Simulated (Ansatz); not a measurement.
System: hydrogen cyanide, CHN (charge 0, singlet). 
Structure (B3LYP-D3(BJ)/def2-TZVP (Ansatz, a quantum-chemistry and plane-wave program) minimum search):
```
C
N 1 1.1462
H 1 1.0667 2 180.00
```
Charge 0, spin multiplicity 1.

Basis-set convergence of Hartree-Fock and CCSD correlation energies (hartree) with Ansatz. Cores are frozen in the correlated levels unless marked. No spin-orbit coupling. Non-relativistic.

| basis | functions | E(HF) | E(corr, CCSD) |
|---|---|---|---|
| def2-SVPD | 48 | -92.80415 | -0.30355 |
| def2-TZVPPD | 91 | -92.91265 | -0.34842 |
| def2-QZVPPD | 159 | -92.91634 | -0.36603 |

Extrapolating the two largest sets (X = 3 and 4) as X^-3: E(corr) = (64·(-0.36603) - 27·(-0.34842))/37 = -0.3789 Eh, an estimate of the basis-set limit. The largest set recovers 96.6 % of it, the smallest 80.1 %.
